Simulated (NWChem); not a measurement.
System: hydrogen sulfide (H₂S); SMILES S

NWChem input:

```
start job
memory heap 200 mb stack 900 mb global 1100 mb
geometry units angstroms
  S      0.000000     0.000000     0.113581
  H      0.971478     0.000000    -0.822416
  H     -0.971478     0.000000    -0.822416
end
basis spherical
  * library def2-svp
end
dft
  xc becke88 lyp
  iterations 150
end
driver
  maxiter 120
end
task dft optimize
task dft freq
```

Output (shortened):

```
             Northwest Computational Chemistry Package (NWChem) 7.3.0
             --------------------------------------------------------

 C2V symmetry detected

                             Geometry "geometry" -> ""
                             -------------------------

 Output coordinates in angstroms (scale by  1.889725989 to convert to a.u.)

  No.       Tag          Charge          X              Y              Z
 ---- ---------------- ---------- -------------- -------------- --------------
    1 S                   16.0000     0.00000000     0.00000000     0.10399967
    2 H                    1.0000     0.97147800     0.00000000    -0.83199733
    3 H                    1.0000    -0.97147800     0.00000000    -0.83199733

 Effective nuclear repulsion energy (a.u.)      12.8249127440

      Symmetry information
      --------------------

 Group name             C2v
 Group number             16
 Group order               4
 No. of unique centers     2

                                Z-matrix (autoz)
                                --------

 Units are Angstrom for bonds and degrees for angles

      Type          Name      I     J     K     L     M      Value
      ----------- --------  ----- ----- ----- ----- ----- ----------
    1 Stretch                  1     2                       1.34902
    2 Stretch                  1     3                       1.34902
    3 Bend                     2     1     3                92.13128

                           NWChem Geometry Optimization
                           ----------------------------

 maximum gradient threshold         (gmax) =   0.000450
 rms gradient threshold             (grms) =   0.000300
 maximum cartesian step threshold   (xmax) =   0.001800
 rms cartesian step threshold       (xrms) =   0.001200
 fixed trust radius                (trust) =   0.300000
 source of zmatrix                         =   autoz

          -------------------
          Energy Minimization
          -------------------

 Using diagonal initial Hessian
 Scaling for Hessian diagonals: bonds = 1.00  angles = 0.25  torsions = 0.10

          --------
          Step   0

                                 NWChem DFT Module
                                 -----------------

[...]

      ----------------------
      Optimization converged
      ----------------------

  Step       Energy      Delta E   Gmax     Grms     Xrms     Xmax
  ---- ---------------- -------- -------- -------- -------- --------
@    2    -399.25251430 -2.4D-07  0.00002  0.00001  0.00059  0.00101
                                     ok       ok       ok       ok

                                Z-matrix (autoz)
                                --------

 Units are Angstrom for bonds and degrees for angles

      Type          Name      I     J     K     L     M      Value     Gradient
      ----------- --------  ----- ----- ----- ----- ----- ---------- ----------
    1 Stretch                  1     2                       1.36317   -0.00000
    2 Stretch                  1     3                       1.36317   -0.00000
    3 Bend                     2     1     3                91.60904    0.00002

                         Geometry "geometry" -> "geometry"
                         ---------------------------------

 Output coordinates in angstroms (scale by  1.889725989 to convert to a.u.)

  No.       Tag          Charge          X              Y              Z
 ---- ---------------- ---------- -------------- -------------- --------------
    1 S                   16.0000     0.00000000     0.00000000     0.11352016
    2 H                    1.0000     0.97734630     0.00000000    -0.83675758
    3 H                    1.0000    -0.97734630     0.00000000    -0.83675758

 Effective nuclear repulsion energy (a.u.)      12.6929922522

      Symmetry information
      --------------------

 Group name             C2v
 Group number             16
 Group order               4
 No. of unique centers     2

[...]

 Rotational Constants
 --------------------
 A=   9.845440 cm-1  ( 14.165075 K)
 B=   8.755642 cm-1  ( 12.597135 K)
 C=   4.634308 cm-1  (  6.667587 K)

 Temperature                      =   298.15K
 frequency scaling parameter      =   1.0000

 Zero-Point correction to Energy  =    9.080 kcal/mol  (  0.014470 au)
 Thermal correction to Energy     =   10.869 kcal/mol  (  0.017320 au)
 Thermal correction to Enthalpy   =   11.461 kcal/mol  (  0.018264 au)

 Total Entropy                    =   49.216 cal/mol-K
   - Translational                =   36.485 cal/mol-K (mol. weight =  33.9877)
   - Rotational                   =   12.682 cal/mol-K (symmetry #  =        2)
   - Vibrational                  =    0.048 cal/mol-K

 Cv (constant volume heat capacity) =    6.191 cal/mol-K
   - Translational                  =    2.979 cal/mol-K
   - Rotational                     =    2.979 cal/mol-K
   - Vibrational                    =    0.232 cal/mol-K

[normal modes left out]

 ----------------------------------------------------------------------------
 Normal Eigenvalue ||           Projected Infra Red Intensities
  Mode   [cm**-1]  || [atomic units] [(debye/angs)**2] [(KM/mol)] [arbitrary]
 ------ ---------- || -------------- ----------------- ---------- -----------
    1        0.000 ||    0.002070           0.048         2.018       2.857
    2        0.000 ||    0.016414           0.379        16.002      22.654
    3        0.000 ||    0.016414           0.379        16.002      22.654
    4        0.000 ||    0.000159           0.004         0.155       0.220
    5        0.000 ||    0.000133           0.003         0.130       0.183
    6        0.000 ||    0.016135           0.372        15.729      22.268
    7     1163.282 ||    0.002236           0.052         2.180       3.086
    8     2585.733 ||    0.004283           0.099         4.175       5.911
    9     2605.459 ||    0.007367           0.170         7.181      10.167
 ----------------------------------------------------------------------------
```

Level: BLYP/def2-SVP.
